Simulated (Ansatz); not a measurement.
# CSi2: the cost of one run

Computed with Ansatz 0.2.0 (the levels named in each step, unless a step's input says otherwise).

### Step 1. The starting structure

Bond lengths: Si1–C2 1.685 Å, C2–Si3 1.685 Å. Angles: Si1–C2–Si3 180.0°.

As a file:

```xyz
3

Si    0.0000    0.0000   -1.6850
C     0.0000    0.0000    0.0000
Si    0.0000    0.0000    1.6850
```

### Step 2. Relaxation, CCSD(T)/cc-pV(T+d)Z

Contents of input.yaml:

```yaml
crystal:
  periodic: [false, false, false]
  atoms:
    - { symbol: Si, position_ang: [0.0, 0.0, -1.68503172] }
    - { symbol: C, position_ang: [0.0, 0.0, -3.0e-07] }
    - { symbol: Si, position_ang: [0.0, 0.0, 1.68503202] }
basis:
  gaussian: { orbitals: "cc-pV(T+d)Z.json" }
correlation:
  method: ccsd_t
relax:
  f_tol: 0.002
  max_steps: 40
```

Command:

```bash
> ansatz run input.yaml --threads 2 --pin off --max-ram 5120MiB --backend cpu --events-out ev --progress --plain --runs-dir out
```

Q: Estimate wall time and peak memory on 2 threads of Intel Xeon 6975P-C (Granite Rapids), shared host.

About 33 s, with a peak of 0.62 GiB.
